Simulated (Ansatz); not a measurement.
**A workflow on BNH4 (SMILES BN)**

Aim: a point of an energy scan (wB97X/6-311G**), then a point of an energy scan (wB97X/6-311G**), then a point of an energy scan (U-wB97X/6-311G**), then a point of an energy scan (U-wB97X/6-311G**), then a point of an energy scan (U-wB97X/6-311G**) of BNH4. 

The results are computed with Ansatz 0.2.0.

1 further run of the same task is left out (set aside as unsound or not needed).

### Step 1. The molecule

BNH4 has 6 atoms, charge 0, and is taken as a singlet. SMILES: `BN`. The shape is that of a PBE0-D4/def2-TZVP optimisation.

Bond lengths: B1–N2 1.385 Å, B1–H3 1.197 Å, B1–H4 1.197 Å, N2–H5 1.006 Å, N2–H6 1.006 Å. Angles: B1–N2–H5 123.2°, B1–N2–H6 123.2°, N2–B1–H3 119.0°, N2–B1–H4 119.0°, H5–N2–H6 113.5°, H3–B1–H4 122.0°.

### Step 2. A point of an energy scan at wB97X/6-311G(d,p) (held atoms (6, 2), held distance 1.0561 angstrom) (run 1)

Input file run.yaml:

```yaml
crystal:
  periodic: [false, false, false]
  atoms:
    - symbol: B
      position_ang: [-0.128200, -0.679600, -0.025600]
    - symbol: "N"
      position_ang: [0.146100, 0.677400, 0.010800]
    - symbol: H
      position_ang: [0.225800, -1.368000, 0.887500]
    - symbol: H
      position_ang: [-0.712000, -1.128700, -0.969200]
    - symbol: H
      position_ang: [-0.121600, 1.313700, -0.720800]
    - symbol: H
      position_ang: [0.632000, 1.121400, 0.771300]
basis:
  gaussian:
    orbitals: 6-311G_st__st_.json
hamiltonian:
  xc: {name: wB97X}
relax:
  max_steps: 60
  constraints: [{distance: [5, 1], at: 1.0561}]
```

The basis set 6-311G** is read from a file made from the Basis Set Exchange's data (not shown).

The run is started by

```bash
$ ansatz run run.yaml --threads 1 --pin off --max-ram 2610MiB --events-out events.jsonl --progress --plain --runs-dir runs
```

Output:

```text
Warning: RAYON_NUM_THREADS=1 ignored (pool sized by the plan → 1); use --threads N
The last accepted step is kept in runs//last_step.txt (removed where the run ends without a failure and the disk answers)
[... 21 lines left out ...]
512 factors; their error is unknown
[... 11 lines left out ...]
512 factors; their error is unknown
[... 8 lines left out ...]
512 factors; their error is unknown
[... 7 lines left out ...]
512 factors; their error is unknown
[... 7 lines left out ...]
512 factors; their error is unknown
[... 4 lines left out ...]
Total energy: -2232.29298591 eV, -82.0352541297 hartree
[... 6 lines left out ...]
Dipole moment:     0.087181     0.419754     0.015825 e Å
```

It took 9.3 s on 1 thread of AMD EPYC 7B13 (Zen 3), shared host; peak memory 0.15 GiB.

### Step 3. A point of an energy scan at wB97X/6-311G(d,p) (held atoms (6, 2), held distance 1.2572 angstrom) (run 2)

Input file run.yaml:

```yaml
crystal:
  periodic: [false, false, false]
  atoms:
    - {symbol: B, position_ang: [-0.131307, -0.685039, -0.029504]}
    - {symbol: N, position_ang: [0.140362, 0.675688, 0.000522]}
    - {symbol: H, position_ang: [0.224122, -1.370453, 0.885278]}
    - {symbol: H, position_ang: [-0.715113, -1.138024, -0.971877]}
    - {symbol: H, position_ang: [-0.126724, 1.313985, -0.730452]}
    - {symbol: H, position_ang: [0.650760, 1.140043, 0.800032]}
basis:
  gaussian:
    orbitals: 6-311G_st__st_.json
hamiltonian:
  xc: {name: wB97X}
relax:
  max_steps: 60
  constraints: [{distance: [5, 1], at: 1.2572}]
```

The basis set 6-311G** is read from a file made from the Basis Set Exchange's data (not shown).

The run is started by

```bash
$ ansatz run run.yaml --threads 1 --pin off --max-ram 2610MiB --events-out events.jsonl --progress --plain --runs-dir runs
```

Output:

```text
Warning: RAYON_NUM_THREADS=1 ignored (pool sized by the plan → 1); use --threads N
[... 1 set-up line as earlier in the session ...]
[... 21 lines left out ...]
512 factors; their error is unknown
[... 11 lines left out ...]
512 factors; their error is unknown
[... 8 lines left out ...]
512 factors; their error is unknown
[... 7 lines left out ...]
512 factors; their error is unknown
[... 8 lines left out ...]
512 factors; their error is unknown
[... 7 lines left out ...]
512 factors; their error is unknown
[... 6 lines left out ...]
512 factors; their error is unknown
[... 5 lines left out ...]
Total energy: -2231.42939281 eV, -82.0035176686 hartree
[... 6 lines left out ...]
Dipole moment:     0.095627     0.429805     0.028024 e Å
```

Run time: 13 s. Hardware: 1 thread of AMD EPYC 7B13 (Zen 3), shared host; peak memory 0.15 GiB.

### Step 4. A point of an energy scan at U-wB97X/6-311G(d,p) (held atoms (6, 2), held distance 1.5087 angstrom) (run 3)

Input file input.yaml:

```yaml
crystal:
  periodic: [false, false, false]
  atoms:
    - symbol: B
      position_ang: [-0.142233, -0.704989, -0.043193]
    - symbol: "N"
      position_ang: [0.114499, 0.655084, -0.040839]
    - symbol: H
      position_ang: [0.217618, -1.379994, 0.876388]
    - symbol: H
      position_ang: [-0.726264, -1.165330, -0.983234]
    - symbol: H
      position_ang: [-0.142527, 1.311000, -0.759315]
    - symbol: H
      position_ang: [0.721008, 1.220428, 0.904193]
basis:
  gaussian:
    orbitals: 6-311G_st__st_.json
magnetization:
  spin_polarized: true
relax:
  max_steps: 60
  constraints: [{distance: [5, 1], at: 1.5087}]
hamiltonian:
  xc: {name: wB97X}
```

The basis set 6-311G** is read from a file made from the Basis Set Exchange's data (not shown).

The run is started by

```bash
$ ansatz run input.yaml --threads 1 --pin off --max-ram 2610MiB --events-out events.jsonl --progress --plain --runs-dir runs
```

Output:

```text
Warning: RAYON_NUM_THREADS=1 ignored (pool sized by the plan → 1); use --threads N
[... 1 set-up line as earlier in the session ...]
[... 21 lines left out ...]
512 factors; their error is unknown
[... 11 lines left out ...]
512 factors; their error is unknown
[... 8 lines left out ...]
512 factors; their error is unknown
[... 7 lines left out ...]
512 factors; their error is unknown
[... 8 lines left out ...]
512 factors; their error is unknown
[... 7 lines left out ...]
512 factors; their error is unknown
[... 6 lines left out ...]
512 factors; their error is unknown
[... 5 lines left out ...]
Total energy: -2229.91319722 eV, -81.9477985086 hartree
[... 6 lines left out ...]
Dipole moment:     0.090949     0.420053     0.022711 e Å
```

Wall time 22 s (1 thread of AMD EPYC 7B13 (Zen 3), shared host); peak memory 0.19 GiB.

### Step 5. A point of an energy scan at U-wB97X/6-311G(d,p) (held atoms (6, 2), held distance 1.8104 angstrom) (run 4)

Input file molecule.yaml:

```yaml
crystal:
  periodic: [false, false, false]
  atoms:
    - symbol: B
      position_ang: [-0.155430, -0.730578, -0.059008]
    - symbol: N
      position_ang: [0.081468, 0.626216, -0.093062]
    - symbol: H
      position_ang: [0.208353, -1.395377, 0.864263]
    - symbol: H
      position_ang: [-0.739842, -1.198702, -0.996965]
    - symbol: H
      position_ang: [-0.159572, 1.309057, -0.790880]
    - symbol: H
      position_ang: [0.807124, 1.325583, 1.029651]
basis:
  gaussian:
    orbitals: 6-311G_st__st_.json
magnetization:
  spin_polarized: true
  initial_magnetization: 0
hamiltonian:
  xc: {name: wB97X}
relax:
  max_steps: 60
  constraints: [{distance: [5, 1], at: 1.8104}]
```

The basis set 6-311G** is read from a file made from the Basis Set Exchange's data (not shown).

The run is started by

```bash
$ ansatz run molecule.yaml --threads 1 --pin off --max-ram 2610MiB --events-out events.jsonl --progress --plain --runs-dir runs
```

Output:

```text
Warning: RAYON_NUM_THREADS=1 ignored (pool sized by the plan → 1); use --threads N
[... 1 set-up line as earlier in the session ...]
[... 21 lines left out ...]
512 factors; their error is unknown
[... 13 lines left out ...]
512 factors; their error is unknown
[... 7 lines left out ...]
512 factors; their error is unknown
[... 7 lines left out ...]
512 factors; their error is unknown
[... 8 lines left out ...]
512 factors; their error is unknown
[... 8 lines left out ...]
512 factors; their error is unknown
[... 7 lines left out ...]
512 factors; their error is unknown
[... 6 lines left out ...]
512 factors; their error is unknown
[... 5 lines left out ...]
Total energy: -2228.27832103 eV, -81.8877179165 hartree
[... 6 lines left out ...]
Dipole moment:     0.058111     0.367864    -0.020741 e Å
```

It took 65 s on 1 thread of AMD EPYC 7B13 (Zen 3), shared host; peak memory 0.21 GiB.

### Step 6. A point of an energy scan at U-wB97X/6-311G(d,p) (held atoms (6, 2), held distance 2.2127 angstrom) (run 5)

Input file in.yaml:

```yaml
crystal:
  periodic: [false, false, false]
  atoms:
    - {symbol: B, position_ang: [-0.171498, -0.761869, -0.078260]}
    - {symbol: N, position_ang: [0.040831, 0.586747, -0.155948]}
    - {symbol: H, position_ang: [0.196823, -1.415070, 0.849388]}
    - {symbol: H, position_ang: [-0.757043, -1.238915, -1.015040]}
    - {symbol: H, position_ang: [-0.175120, 1.308935, -0.820280]}
    - {symbol: H, position_ang: [0.908108, 1.456372, 1.174139]}
basis:
  gaussian: {orbitals: 6-311G_st__st_.json}
magnetization: {spin_polarized: true, initial_magnetization: 0}
hamiltonian: {xc: {name: wB97X}}
relax: {max_steps: 60, constraints: [{distance: [5, 1], at: 2.2127}]}
```

The basis set 6-311G** is read from a file made from the Basis Set Exchange's data (not shown).

The run is started by

```bash
$ ansatz run in.yaml --threads 1 --pin off --max-ram 2610MiB --events-out events.jsonl --progress --plain --runs-dir runs
```

Output:

```text
Warning: RAYON_NUM_THREADS=1 ignored (pool sized by the plan → 1); use --threads N
[... 1 set-up line as earlier in the session ...]
[... 21 lines left out ...]
512 factors; their error is unknown
[... 13 lines left out ...]
512 factors; their error is unknown
[... 7 lines left out ...]
512 factors; their error is unknown
[... 7 lines left out ...]
512 factors; their error is unknown
[... 8 lines left out ...]
512 factors; their error is unknown
[... 7 lines left out ...]
512 factors; their error is unknown
[... 7 lines left out ...]
512 factors; their error is unknown
[... 6 lines left out ...]
512 factors; their error is unknown
[... 5 lines left out ...]
Total energy: -2227.33537506 eV, -81.8530652911 hartree
[... 6 lines left out ...]
Dipole moment:    -0.013500     0.281080    -0.125292 e Å
```

Run time: 29 s. Hardware: 1 thread of AMD EPYC 7B13 (Zen 3), shared host; peak memory 0.19 GiB.

### Step 7. Outcome

```
                              quantity         value
   run 1, wB97X/6-311G**: total energy  -82.03525 Eh
  run 1, wB97X/6-311G**: dipole moment        2.06 D
   run 2, wB97X/6-311G**: total energy  -82.00352 Eh
  run 2, wB97X/6-311G**: dipole moment        2.12 D
 run 3, U-wB97X/6-311G**: total energy  -81.94780 Eh
run 3, U-wB97X/6-311G**: dipole moment        2.07 D
 run 4, U-wB97X/6-311G**: total energy  -81.88772 Eh
run 4, U-wB97X/6-311G**: dipole moment        1.79 D
         run 4, U-wB97X/6-311G**: ⟨S²⟩         0.027
 run 5, U-wB97X/6-311G**: total energy  -81.85307 Eh
run 5, U-wB97X/6-311G**: dipole moment        1.48 D
         run 5, U-wB97X/6-311G**: ⟨S²⟩         0.769
```

Mulliken charges (run 1, wB97X/6-311G**) run from -0.41 on N2 to +0.22 on H5; they depend strongly on the basis. Mulliken charges (run 2, wB97X/6-311G**) run from -0.42 on N2 to +0.23 on H5. ⟨S²⟩ (run 5, U-wB97X/6-311G**) is 0.77 where a pure singlet has 0.00: the reference is spin-contaminated.
